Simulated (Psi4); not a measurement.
# Cl2 (chlorine) at B3LYP/cc-pVTZ (sweep point 9)

Aim: the vertical electron affinity of Cl2 (chlorine) at B3LYP/cc-pVTZ (sweep point 9), from 2 runs. The job is set up through a Python script.

The calculation is run with Psi4 1.11.

## Step 1: The system as given

Cl2 has 2 atoms, charge 0, and is taken as a singlet. SMILES: `ClCl`. The shape is that of a GFN2-xTB optimisation.

Bond lengths: Cl1–Cl2 2.016 Å.

## Step 2: The energy at B3LYP/cc-pVTZ (sweep point 9)

File run.py:

```python
import psi4

psi4.set_memory('1600 MB')
psi4.set_num_threads(1)
psi4.core.set_output_file('psi4.out', False)

mol = psi4.geometry("""
Cl     0.859850    -0.286310     0.440860
Cl    -0.859850     0.286310    -0.440860
symmetry c1
""")

psi4.set_options({
    'basis': 'cc-pVTZ',
    'reference': 'rks',
    'puream': True,
    'scf_type': 'pk',
    'dft_radial_points': 99,
    'dft_spherical_points': 590,
})

energy_value = psi4.energy("b3lyp")
print(f'total energy {energy_value:.8f} hartree = {energy_value * 27.211386:.5f} eV')
```

On the command line:

```bash
$ python run.py
```

psi4.out:

```text
[...]
  Running in c1 symmetry.
[...]
  Nuclear repulsion =   75.873834115185900
[...]
  Multiplicity = 1
[...]
  Nalpha       = 17
  Nbeta        = 17
[...]
    Number of basis functions: 68
[...]
   @RKS iter   1:  -920.42017015660485   -7.28027e-02   3.25301e-03 ADIIS/DIIS
[...]
   @RKS iter   6:  -920.43522660620488   -3.24766e-08   1.86082e-07 DIIS
[...]
    Orbital Energies [Eh]
    ---------------------
    Doubly Occupied:
       1A   -101.615740     2A   -101.615736     3A     -9.517933
       4A     -9.517892     5A     -7.284590     6A     -7.284453
       7A     -7.270459     8A     -7.270459     9A     -7.270451
      10A     -7.270451    11A     -0.932955    12A     -0.773919
      13A     -0.473554    14A     -0.409932    15A     -0.409932
      16A     -0.311330    17A     -0.311330
[...]
  @RKS Final Energy:  -920.43522660620488
   => Energetics <=
    Nuclear Repulsion Energy =             75.8738341151859004
    One-Electron Energy =               -1421.2341110638058126
    Two-Electron Energy =                 470.3862172944016038
    DFT Exchange-Correlation Energy =     -45.4611669519865202
    Empirical Dispersion Energy =           0.0000000000000000
    VV10 Nonlocal Energy =                  0.0000000000000000
    Total Energy =                       -920.4352266062048784
[...]
 Multipole Moments:
 ------------------------------------------------------------------------------------
     Multipole            Electronic (a.u.)      Nuclear  (a.u.)        Total (a.u.)
 ------------------------------------------------------------------------------------
 L = 1.  Multiply by 2.5417464519 to convert [e a0] to [Debye]
 Dipole X            :         -0.0000000            0.0000000           -0.0000000
 Dipole Y            :         -0.0000000            0.0000000           -0.0000000
 Dipole Z            :         -0.0000000            0.0000000           -0.0000000
 Magnitude           :                                                    0.0000000
[...]
```

On the terminal:

```text
total energy -920.43522661 hartree = -25046.31824 eV
```

It took 8.7 s on 1 thread of AMD EPYC 7R43 (Zen 3), shared host; peak memory 0.62 GiB.

## Step 3: The doublet anion, same level

File calc.py:

```python
import psi4

psi4.set_memory('1600 MB')
psi4.set_num_threads(1)
psi4.set_output_file('output.dat', False)

mol = psi4.geometry("""
-1 2
Cl     0.859850    -0.286310     0.440860
Cl    -0.859850     0.286310    -0.440860
symmetry c1
""")

psi4.set_options({
    'basis': 'cc-pVTZ',
    'reference': 'uks',
    'puream': True,
    'scf_type': 'pk',
    'dft_radial_points': 99,
    'dft_spherical_points': 590,
    'maxiter': 150,
})

e, wfn = psi4.energy("b3lyp", molecule=mol, return_wfn=True)
print(f'total energy {e:.8f} hartree = {e * 27.211386:.5f} eV')
for k, v in sorted(psi4.core.scalar_variables().items()):
    print(f'{k:45s} {v:18.10f}')
```

On the command line:

```bash
$ python calc.py
```

output.dat:

```text
[...]
  Running in c1 symmetry.
[...]
  Nuclear repulsion =   75.873834115185900
[...]
  Multiplicity = 2
[...]
  Nalpha       = 18
  Nbeta        = 17
[...]
    Number of basis functions: 68
[...]
   @UKS iter   1:  -920.37275890011824   -2.53914e-02   6.32158e-03 DIIS/ADIIS
[...]
   @UKS iter   7:  -920.46290449667356   -1.17598e-08   1.69747e-07 DIIS
[...]
   @S^2 Observed:                7.523434788E-01
[...]
    Orbital Energies [Eh]
    ---------------------
    Alpha Occupied:
       1A   -101.287863     2A   -101.287858     3A     -9.196933
       4A     -9.196913     5A     -6.961847     6A     -6.961715
       7A     -6.950620     8A     -6.950620     9A     -6.950618
      10A     -6.950618    11A     -0.643622    12A     -0.492984
      13A     -0.200984    14A     -0.132821    15A     -0.132821
      16A     -0.034655    17A     -0.034655    18A      0.073968
    Alpha Virtual:
      19A      0.485594    20A      0.490694    21A      0.541053
      22A      0.541053    23A      0.587396    24A      0.587396
      25A      0.590280    26A      0.590280    27A      0.607598
[...]
  @UKS Final Energy:  -920.46290449667356
   => Energetics <=
    Nuclear Repulsion Energy =             75.8738341151859004
    One-Electron Energy =               -1431.6843593896874154
    Two-Electron Energy =                 481.0932952847322213
    DFT Exchange-Correlation Energy =     -45.7456745069042654
    Empirical Dispersion Energy =           0.0000000000000000
    VV10 Nonlocal Energy =                  0.0000000000000000
    Total Energy =                       -920.4629044966735592
[...]
 Multipole Moments:
 ------------------------------------------------------------------------------------
     Multipole            Electronic (a.u.)      Nuclear  (a.u.)        Total (a.u.)
 ------------------------------------------------------------------------------------
 L = 1.  Multiply by 2.5417464519 to convert [e a0] to [Debye]
 Dipole X            :          0.0000000            0.0000000            0.0000000
 Dipole Y            :         -0.0000000            0.0000000           -0.0000000
 Dipole Z            :         -0.0000000            0.0000000           -0.0000000
 Magnitude           :                                                    0.0000000
[...]
```

The script printed:

```text
total energy -920.46290450 hartree = -25047.07139 eV
CURRENT ENERGY                                   -920.4629044967
CURRENT REFERENCE ENERGY                         -920.4629044967
DD SOLVATION ENERGY                                 0.0000000000
DFT FUNCTIONAL TOTAL ENERGY                      -920.4629044967
DFT TOTAL ENERGY                                 -920.4629044967
DFT VV10 ENERGY                                     0.0000000000
DFT XC ENERGY                                     -45.7456745069
GRID ELECTRONS ALPHA                               17.9999998250
GRID ELECTRONS BETA                                16.9999998246
GRID ELECTRONS TOTAL                               34.9999996496
NUCLEAR REPULSION ENERGY                           75.8738341152
ONE-ELECTRON ENERGY                             -1431.6843593897
PCM POLARIZATION ENERGY                             0.0000000000
PE ENERGY                                           0.0000000000
SCF ITERATION ENERGY                             -920.4629044967
SCF ITERATIONS                                      7.0000000000
SCF TOTAL ENERGY                                 -920.4629044967
TWO-ELECTRON ENERGY                               481.0932952847
XC GRID RADIAL POINTS                              99.0000000000
XC GRID SPHERICAL POINTS                          590.0000000000
XC GRID TOTAL POINTS                           104592.0000000000
```

Wall time 9.3 s (1 thread of AMD EPYC 7R43 (Zen 3), shared host); peak memory 0.62 GiB.

## Step 4: Summary of results

At B3LYP/cc-pVTZ (sweep point 9):

```
                                         quantity          value
                        singlet Cl2: total energy  -920.43523 Eh
                       singlet Cl2: dipole moment         0.00 D
                         singlet Cl2: HOMO energy       -8.47 eV
                         singlet Cl2: LUMO energy       -3.55 eV
                       singlet Cl2: HOMO–LUMO gap        4.92 eV
                      doublet anion: total energy  -920.46290 Eh
doublet anion: HOMO energy (highest over α and β)        2.01 eV
 doublet anion: LUMO energy (lowest over α and β)        4.72 eV
                              doublet anion: ⟨S²⟩          0.752
vertical electron affinity (to the doublet anion)       0.753 eV
```

**Reading.** At fixed nuclei the extra electron is bound by 0.75 eV (17.4 kcal/mol). The basis has no diffuse functions, so the error can be as large as this value. The HOMO (doublet anion) lies at positive energy, 2.01 eV; only total energies tell whether the electron is bound.
